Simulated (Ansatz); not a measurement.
```yaml
crystal:
  periodic: [false, false, false]
  atoms:
    - {symbol: Al, position_ang: [-1.870451, -0.720407, -0.006854]}
    - {symbol: Ge, position_ang: [0.329236, 0.366972, 0.003367]}
    - {symbol: O, position_ang: [1.625972, -0.575438, -0.004854]}
    - {symbol: H, position_ang: [0.533152, 1.971822, 0.017848]}
basis:
  gaussian: {orbitals: def2-TZVP}
magnetization: {spin_polarized: true, initial_magnetization: 2}
hamiltonian: {xc: pbe0}
relax: {f_tol: 0.004, max_steps: 80}
```

```sh
$ ansatz run in.yaml --threads 1 --pin off --events-out ev --progress --plain --max-ram 2176MiB
```

Steps of the relaxation (energy above the last step; positions in Å, forces in eV/Å):

```
4
step 1, 123.5 meV
Al   -1.870   -0.720   -0.007   -0.241   -0.029    0.000
Ge    0.329    0.367    0.003   -1.535    2.445    0.022
O     1.626   -0.575   -0.005    2.094   -1.641   -0.014
H     0.533    1.972    0.018   -0.318   -0.774   -0.007
```

```
4
step 2, 15.6 meV
Al   -1.896   -0.659   -0.006   -0.029    0.027    0.000
Ge    0.369    0.366    0.003   -0.747    0.707    0.006
O     1.693   -0.591   -0.005    0.835   -0.599   -0.005
H     0.453    1.927    0.017   -0.060   -0.135   -0.001
```

```
4
step 3, 0.3 meV
Al   -1.916   -0.619   -0.006   -0.002    0.007    0.000
Ge    0.378    0.349    0.003   -0.073    0.029    0.000
O     1.743   -0.589   -0.005    0.075   -0.039    0.000
H     0.413    1.902    0.017    0.000    0.004    0.000
```

```
4
step 4, 0.0 meV
Al   -1.922   -0.610   -0.006   -0.001    0.001    0.000
Ge    0.379    0.342    0.003    0.007   -0.012    0.000
O     1.754   -0.584   -0.005   -0.007    0.007    0.000
H     0.406    1.896    0.017    0.001    0.004    0.000
```

```
4
step 5, 0.0 meV
Al   -1.923   -0.609   -0.006    0.000    0.000    0.000
Ge    0.379    0.341    0.003    0.003   -0.003    0.000
O     1.756   -0.583   -0.005   -0.003    0.002    0.000
H     0.406    1.895    0.017    0.000    0.001    0.000
```

Close pairs at the end: Ge2–H4 1.554 Å, Ge2–O3 1.658 Å, Al1–Ge2 2.490 Å.

A stationary point of unrestricted PBE0 after 5 steps, with ⟨S²⟩ = 2.017 against 2.00 for a pure state; no frequencies were run, so it isn't proven a minimum. 26 s on 1 thread of Intel Xeon 6975P-C, shared host.
